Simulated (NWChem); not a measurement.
**Correlation energy of Si (+1)**

```xyz
1

Si     0.0000     0.0000     0.0000
```
Charge +1, spin multiplicity 2.

Program: NWChem.

Basis set: cc-pVQZ. Each correlation energy counts from its own Hartree-Fock reference.

The correlated methods keep 5 core orbitals frozen. No SCF solution was tested for a lower state. Open-shell Hartree-Fock references start from PBE0 orbitals. Coupled-cluster values serve here as a point of comparison, not as the truth.

### Question
One of these methods gave a correlation energy of -43.8 mHa. Which?
(A) CCSD on ROHF
(B) CCSD on UHF
(C) URI-MP2
(D) SCS-UMP2

### Answer
C, URI-MP2. The others give -50.1 (SCS-UMP2), -64.5 (CCSD on ROHF), -59.8 (CCSD on UHF).
